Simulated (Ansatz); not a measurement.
`[SH][Mg][SH]` + H–F → `[F][Mg][SH]` + H₂S at 298.15 K and 1 bar (ligand exchange at a Mg–S bond).

Computed with Ansatz on PBE0-D4/def2-TZVP structures; ΔE is electronic, products minus reactants. CCSD(T)/CBS adds triple-zeta CCSD(T) − MP2 to the extrapolated MP2 energy (def2 sets, frozen cores). This one scheme is used for every species. For Mg outer-core shells are correlated without core-valence functions, which leaves a few kJ/mol of doubt a bond. One conformer a species, not always the lowest.

```
       species  CCSD(T)/CBS energy (Eh)  H − E (kJ/mol)  S (J/(mol·K))
`[SH][Mg][SH]`               -996.73763            63.9          318.4
           H–F               -100.39570            33.5          173.6
 `[F][Mg][SH]`               -698.17668            42.9          290.8
           H₂S               -398.97279            49.9          205.7
```

H − E and S are ideal-gas, rigid-rotor, harmonic terms from PBE0-D4/def2-TZVP, for one conformer and one mirror image of each species. 1 Eh = 2625.50 kJ/mol, R = 8.31446 J/(mol·K).

Task: By hand: ΔE, ΔH, ΔS and ΔG.

Result: ΔE = (-698.17668) + (-398.97279) − (-996.73763) − (-100.39570) = -0.01614 Eh = -42.4 kJ/mol. Δ(H − E) = 42.9 + 49.9 − 63.9 − 33.5 = -4.6, so ΔH = -47.0 kJ/mol. ΔS = 290.8 + 205.7 − 318.4 − 173.6 = 4.5 J/(mol·K). ΔG = -47.0 − 298.15 × (4.5)/1000 = -48.3 kJ/mol.

Task: By hand: the equilibrium constant, and the temperature at which ΔG would vanish if ΔH and ΔS stayed fixed.

Result: log₁₀ K = −ΔG/(RT ln 10) = 8.5. ΔH and −TΔS have one sign here, so there is no such temperature.

The number of gas molecules stays the same, so ΔS is small and ΔH decides. A doubt of 5 kJ/mol in ΔE shifts log₁₀ K by 0.9 here. Other conformers and mirror images would add mixing entropy, several J/(mol·K) or more a flexible species. These are equilibria of isolated gas molecules and say nothing of rates. Largest T1 diagnostic: 0.011 (customary marks: 0.02 for closed shells, 0.045 for open ones).

ΔS is within the doubt of such terms, so its sign, and with it that verdict, could turn.
